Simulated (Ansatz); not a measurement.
C$_{2}$H$_{4}$FO, SMILES `[CH2]OCF` radical. Charge 0, multiplicity 2.

Cartesian coordinates in Å:
```
C 1.1573 -0.4402 0.4531
O 0.0686 -0.7378 -0.3007
C -0.8140 0.3012 -0.5056
F -1.4917 0.5982 0.6517
H 1.0907 0.3816 1.1555
H 1.8164 -1.2800 0.6118
H -1.5372 -0.0348 -1.2490
H -0.2901 1.2119 -0.8167
```

What are the harmonic wavenumbers in cm⁻¹ at PBE0-D4/def2-TZVP (Ansatz, finite differences of forces, unscaled)? (An estimate is asked.)

Ansatz gave: 131, 235, 392, 563, 571, 1030, 1056, 1128, 1225, 1282, 1318, 1438, 1478, 1519, 3047, 3144, 3160, 3305.

Is this a minimum?

Yes, all 18 modes are real.

Give the ideal-gas thermochemistry at 298.15 K and 1 bar (rigid rotor, harmonic oscillator; point group C1, symmetry number 1).

Zero-point energy 155.6 kJ/mol; H(298) − E = 170.8 kJ/mol; entropy 295.8 J/(mol·K), of which translation 160.5, rotation 99.7, vibration 29.8, electronic 5.8; G(298) − E = 82.6 kJ/mol.

And at 400, 500, 600, 800 and 1000 K?


```tsv
T (K)	H − E (kJ/mol)	S (J/mol/K)	G − E (kJ/mol)
400	178.8	318.7	51.3
500	188.0	339.2	18.4
600	198.4	358.1	-16.5
800	222.0	391.9	-91.6
1000	248.4	421.3	-172.9
```
